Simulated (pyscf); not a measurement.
A first-order saddle from PySCF, ωB97X-D3(BJ)/def2-SVP:

```xyz
14

N      0.5580    -0.1503     1.1345
Al    -0.9273    -0.3382     0.1152
N     -0.9214    -1.1587    -1.4626
N     -2.4325     0.3493     0.7662
H      0.5617     1.0678     1.5438
H      1.5011    -0.2332     0.7499
H     -0.0903    -1.4844    -1.9437
H     -1.7450    -1.4184    -1.9945
H     -2.5338     0.6752     1.7214
H     -3.3301     0.3799     0.2966
C      0.4983     2.3605     1.6028
H      0.7099     2.5979     2.6537
H      1.2472     2.7713     0.9137
H     -0.5306     2.6028     1.3065
```
Charge 0, spin multiplicity 2.

Surface: doublet, charge 0. Lowest wavenumbers (cm⁻¹): 1742i, 39, 93, 107, 192.

Q: Name the species on either side of this saddle.

A: `[NH2][Al]([NH2])[NH2]` + `[CH3]` [doublet] ⇌ `[NH][Al]([NH2])[NH2]` [doublet] + `[CH4]`, a hydrogen abstraction read from left to right: H–N broken and C–H formed. At ωB97M-D3(BJ)/def2-TZVP it lies +18.2 kcal/mol from the left side and +11.0 kcal/mol from the right (each side as separated species at their lowest minima found). This is the saddle that the search found; another between the same sides may lie lower. The angle at the transferred H is 164°.
